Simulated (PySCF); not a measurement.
# NaS⁺: frontier orbitals

UHF at R = 2.865 Å; basis Na pcseg-2, S pcseg-2; no relativity; PySCF 2.14. State: ³Σ⁻ (triplet), unpaired electrons π ↑↑. Only the outer orbitals are listed, counted within each symmetry.

```json
{"spin": "α", "orbital": "2π", "occ.": "1", "ε (eV)": "-47.78", "on Na (%)": "100", "main shells (%)": "100 Na p"}
{"spin": "α", "orbital": "2π", "occ.": "1", "ε (eV)": "-47.78", "on Na (%)": "100", "main shells (%)": "100 Na p"}
{"spin": "α", "orbital": "6σ", "occ.": "1", "ε (eV)": "-47.77", "on Na (%)": "100", "main shells (%)": "100 Na p"}
{"spin": "α", "orbital": "7σ", "occ.": "1", "ε (eV)": "-32.06", "on Na (%)": "0", "main shells (%)": "100 S s"}
{"spin": "α", "orbital": "3π", "occ.": "1", "ε (eV)": "-18.23", "on Na (%)": "0", "main shells (%)": "100 S p"}
{"spin": "α", "orbital": "3π", "occ.": "1", "ε (eV)": "-18.23", "on Na (%)": "0", "main shells (%)": "100 S p"}
{"spin": "α", "orbital": "8σ", "occ.": "1", "ε (eV)": "-16.66", "on Na (%)": "4", "main shells (%)": "95 S p"}
{"spin": "α", "orbital": "9σ", "occ.": "0", "ε (eV)": "-4.25", "on Na (%)": "100", "main shells (%)": "95 Na s"}
{"spin": "α", "orbital": "4π", "occ.": "0", "ε (eV)": "-2.53", "on Na (%)": "101", "main shells (%)": "101 Na p"}
{"spin": "α", "orbital": "4π", "occ.": "0", "ε (eV)": "-2.53", "on Na (%)": "101", "main shells (%)": "101 Na p"}
{"spin": "β", "orbital": "2π", "occ.": "1", "ε (eV)": "-47.78", "on Na (%)": "100", "main shells (%)": "100 Na p"}
{"spin": "β", "orbital": "2π", "occ.": "1", "ε (eV)": "-47.78", "on Na (%)": "100", "main shells (%)": "100 Na p"}
{"spin": "β", "orbital": "6σ", "occ.": "1", "ε (eV)": "-47.78", "on Na (%)": "100", "main shells (%)": "100 Na p"}
{"spin": "β", "orbital": "7σ", "occ.": "1", "ε (eV)": "-26.16", "on Na (%)": "1", "main shells (%)": "98 S s"}
{"spin": "β", "orbital": "8σ", "occ.": "1", "ε (eV)": "-15.63", "on Na (%)": "6", "main shells (%)": "94 S p"}
{"spin": "β", "orbital": "3π", "occ.": "0", "ε (eV)": "-4.71", "on Na (%)": "11", "main shells (%)": "89 S p, 11 Na p"}
{"spin": "β", "orbital": "3π", "occ.": "0", "ε (eV)": "-4.71", "on Na (%)": "11", "main shells (%)": "89 S p, 11 Na p"}
{"spin": "β", "orbital": "9σ", "occ.": "0", "ε (eV)": "-4.20", "on Na (%)": "100", "main shells (%)": "92 Na s"}
```

Which are the highest filled and the lowest empty level, where do they sit, and how wide is the gap?

Highest filled β 8σ at -15.63 eV (in %: 94 S p); lowest empty β 3π at -4.71 eV (in %: 89 S p, 11 Na p); the gap at UHF is 10.92 eV.

- bond order (Mayer): 0.22
- ⟨S²⟩: 2.013
- charge on Na (Mulliken, basis-dependent): 0.88
- charge on Na (Löwdin, basis-dependent): 0.72
- dipole moment (positive dipole points towards S; it is taken about the centre of mass and depends on that origin): -6.62 D
- polarisability along the bond: 20.4 bohr³
- polarisability across the bond: 11.5 bohr³

Shares are Mulliken populations and can fall outside 0 to 100 %.

The state is the lowest determinant that a PBE0 search found; another state may lie lower at other levels.
